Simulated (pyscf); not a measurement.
Structures and frequencies: ωB97X-D3(BJ)/def2-SVP in PySCF.

Question: Estimate by transition-state theory the rate constant of `[F][Si]([SiH3])([SiH3])[SiH3]` + `[H]` [doublet] → `[F][Si]([SiH2])([SiH3])[SiH3]` [doublet] + `[H][H]` (doublet surface; H–Si broken, H–H formed) at 900 K, with ωB97M-D3(BJ)/def2-TZVP energies (ideal gas, 1 atm, RRHO with modes under 100 cm⁻¹ raised to 100, one conformer, R ln 2 for chiral ones without a mode under 150 cm⁻¹; no tunnelling).

Answer: The electronic barrier is 4.0 kcal/mol and the thermal terms add +16.6, so ΔG‡ = 20.6 kcal/mol. With k_BT/h = 1.88e+13 s⁻¹ and RT = 1.788 kcal/mol, and a volume of 1.23e-19 cm³ per molecule at 1 atm, k = 2.3e-11 cm³ molecule⁻¹ s⁻¹. Wigner's tunnelling factor for 879i cm⁻¹ would be 1.08. A shift of 1 kcal/mol in the barrier changes k by a factor 1.7. F–Si(SiH₂•)(SiH₃)–SiH₃ lies 8.3 kcal/mol over its isomer F–SiH₂–Si•(SiH₃)–SiH₃ (electronic energy, ωB97M-D3(BJ)/def2-TZVP). One saddle was located; it need not be the lowest between these sides. The angle at the transferred H is 179°.
